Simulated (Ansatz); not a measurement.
A run of Ansatz (development build ahead of 0.2.0) on doublet BO at this shape:

```json
{"atom": "B", "x (Å)": "0.0000", "y (Å)": "0.0000", "z (Å)": "0.6025"}
{"atom": "O", "x (Å)": "0.0000", "y (Å)": "0.0000", "z (Å)": "-0.6025"}
```

Its results:

```yaml
Converged: yes
Reference_energy: -99.52292 hartree
CCSD_correlation_energy: -0.24858 hartree
Triples_correction: -0.00922 hartree
Total_energy: -99.78073 hartree
Spin_squared_of_the_determinant: 0.750
```

Which input gives this output? Name the method, the orbitals and the basis set, and write the input.

ROHF-CCSD(T) in cc-pVDZ.

```yaml
crystal:
  periodic: [false, false, false]
  atoms:
    - { symbol: B, position_ang: [0.0, 0.0, 0.6025] }
    - { symbol: O, position_ang: [0.0, 0.0, -0.6025] }
basis:
  gaussian: { orbitals: cc-pVDZ }
magnetization:
  initial_magnetization: 1
hamiltonian:
  xc: hf
correlation:
  method: ccsd_t
  frozen_orbitals: { B: 1, O: 1 }
```
